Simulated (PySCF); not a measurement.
Series: cyclo[n]carbon rings. All species are isolated molecules in the gas phase. Each species was relaxed from one start; no search for lower structures was made at this level. Strings in code marks are SMILES.

Level of theory: PySCF with PBE-D3(BJ)/def2-SVP // CAM-B3LYP-D3(BJ)/def2-SVP. 

```tsv
species	HOMO (eV)	HOMO–LUMO gap (eV)	dipole moment (D)
cyclo[10]carbon `c1c#cc#cc#cc#cc#1`	-6.81	3.99	0.00
cyclo[12]carbon `C1#CC#CC#CC#CC#CC#C1`	-5.62	1.23	___
cyclo[14]carbon `c1c#cc#cc#cc#cc#cc#cc#1`	___	2.89	0.00
cyclo[16]carbon `C1#CC#CC#CC#CC#CC#CC#CC#C1`	-5.58	___	___
cyclo[18]carbon `c1c#cc#cc#cc#cc#cc#cc#cc#cc#1`	___	___	0.00
cyclo[20]carbon `C1#CC#CC#CC#CC#CC#CC#CC#CC#CC#C1`	-5.62	1.25	0.01
cyclo[22]carbon `c1c#cc#cc#cc#cc#cc#cc#cc#cc#cc#cc#1`	-6.07	2.17	0.00
cyclo[24]carbon `C1#CC#CC#CC#CC#CC#CC#CC#CC#CC#CC#CC#C1`	-5.65	1.24	0.00
cyclo[26]carbon `c1c#cc#cc#cc#cc#cc#cc#cc#cc#cc#cc#cc#cc#1`	___	1.97	0.02
cyclo[28]carbon `C1#CC#CC#CC#CC#CC#CC#CC#CC#CC#CC#CC#CC#CC#C1`	-5.67	1.23	0.00
cyclo[30]carbon `c1c#cc#cc#cc#cc#cc#cc#cc#cc#cc#cc#cc#cc#cc#cc#1`	___	1.82	0.00
```

**Question.** Fill in the missing entries.

**Answer.** 
- cyclo[12]carbon `C1#CC#CC#CC#CC#CC#C1`, dipole moment (D): 0.00
- cyclo[14]carbon `c1c#cc#cc#cc#cc#cc#cc#1`, HOMO (eV): -6.33
- cyclo[16]carbon `C1#CC#CC#CC#CC#CC#CC#CC#C1`, HOMO–LUMO gap (eV): 1.28
- cyclo[16]carbon `C1#CC#CC#CC#CC#CC#CC#CC#C1`, dipole moment (D): 0.00
- cyclo[18]carbon `c1c#cc#cc#cc#cc#cc#cc#cc#cc#1`, HOMO (eV): -6.15
- cyclo[18]carbon `c1c#cc#cc#cc#cc#cc#cc#cc#cc#1`, HOMO–LUMO gap (eV): 2.46
- cyclo[26]carbon `c1c#cc#cc#cc#cc#cc#cc#cc#cc#cc#cc#cc#cc#1`, HOMO (eV): -6.01
- cyclo[30]carbon `c1c#cc#cc#cc#cc#cc#cc#cc#cc#cc#cc#cc#cc#cc#cc#1`, HOMO (eV): -5.96
